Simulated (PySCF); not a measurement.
## Reproducing measurements on acetyl chloride

**Measured values to compare with.**

From NIST CCCBDB Release 22 (SRD 101), experimental dipoles, for the gas: dipole moment (dielectric constant against temperature) 2.72 D.

How close the calculation comes is told at the end.

Species: acetyl chloride, C2H3ClO.
Numbering: `[CH3:1][C:2](=[O:3])[Cl:4]` (hydrogens: H5, H6, H7 on C1)

Structure used (PBE0-D3(BJ)/def2-TZVP), in Å, numbered top down from 1:
```
atom  x, y, z in Å
C1    -0.5890   -0.0975   -0.0143
C2     0.8532    0.2291   -0.2032
O3     1.3358    1.2900   -0.3820
Cl4    1.8834   -1.2364   -0.1317
H5    -1.1769    0.8172   -0.0637
H6    -0.7258   -0.5905    0.9495
H7    -0.9058   -0.7998   -0.7870
```

Runs made with PySCF (gas phase, on this PBE0-D3(BJ)/def2-TZVP geometry; no spin–orbit coupling):

```tsv
level	job	basis functions	wall time
PBE0-D3(BJ)/def2-TZVP, grid level 2	geometry optimisation from a GFN2-xTB start shaken at random	148	15 s
B97-2/pcSseg-2	shieldings	193	5.4 s
KT3/pcSseg-2	shieldings	193	9.6 s
PBE0/pcSseg-2	shieldings, charges and field gradients, density and orbital grids written	193	8.1 s
wB97X-D/pcSseg-2	shieldings	193	7.3 s
CAM-B3LYP/aug-cc-pVTZ	10 singlets by full TDDFT, 4 Tamm–Dancoff triplets, polarisability	257	13 s
PBE0/aug-cc-pVTZ	10 singlets by full TDDFT, 4 Tamm–Dancoff triplets, polarisability, dynamic polarisability, density and orbital grids written	257	13 s
wB97X-D/aug-cc-pVTZ	10 singlets by full TDDFT, 4 Tamm–Dancoff triplets, polarisability, ΔSCF ions	257	72 s
```

Hardware: one thread, AMD EPYC 9R45 (x86_64), shared host.

## Comparison

**Dipole moment.** Measured: 2.72 D (NIST CCCBDB Release 22 (SRD 101), experimental dipoles).

```csv
level,computed (D),computed − measured (D),% (from the printed values)
PBE0-D3(BJ)/def2-TZVP,2.79,+0.07,+3
B97-2/pcSseg-2,2.86,+0.14,+5
KT3/pcSseg-2,2.76,+0.04,+1
PBE0/pcSseg-2,2.87,+0.15,+6
wB97X-D/pcSseg-2,2.89,+0.17,+6
CAM-B3LYP/aug-cc-pVTZ,2.84,+0.12,+4
PBE0/aug-cc-pVTZ,2.80,+0.08,+3
wB97X-D/aug-cc-pVTZ,2.81,+0.09,+3
```

Closest is KT3/pcSseg-2 (+0.04 D), furthest wB97X-D/pcSseg-2 (+0.17 D); one molecule doesn't rank methods. All 8 levels lie above the measurement. The computed dipoles belong to one fixed geometry; measured ones are averaged over vibrations unless marked μe. Magnitudes are compared, not signs.

The geometry is computed, not the measured one. Where a level misses, the cause wasn't examined.
